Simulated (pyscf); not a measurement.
Thermochemistry of product channels of H₂B–NH–SiH₃ + HCl on the singlet surface, in kcal/mol, from CCSD(T)/def2-TZVPP + ΔMP2(QZVPP) energies (ideal gas, 1 atm, RRHO with modes under 100 cm⁻¹ raised to 100, one conformer, R ln 2 for chiral ones without a mode under 150 cm⁻¹). Single points on ωB97X-D3(BJ)/def2-SVP structures (PySCF, gas phase). Correlated levels are frozen-core, on RHF or UHF. ΔMP2 is the change of the MP2 total energy from the triple- to the quadruple-zeta basis.

| products | ΔE | ΔH(298 K) | ΔG(900 K) | ΔG(1200 K) |
|---|---|---|---|---|
| H₃Si–Cl + H₂B–NH₂ | -12.6 | -10.7 | -10.2 | -9.6 |
| H₂N–SiH₃ + H₂B–Cl | ? | +11.7 | +7.5 | ? |

### Question
What belongs in the gaps?

### Answer

- H₂N–SiH₃ + H₂B–Cl, ΔE: +11.1
- H₂N–SiH₃ + H₂B–Cl, ΔG(1200 K): +6.4

These are energies of the channels, which say nothing of barriers. The CCSD(T) − MP2 part came from Ansatz, without density fitting, on the same reference.
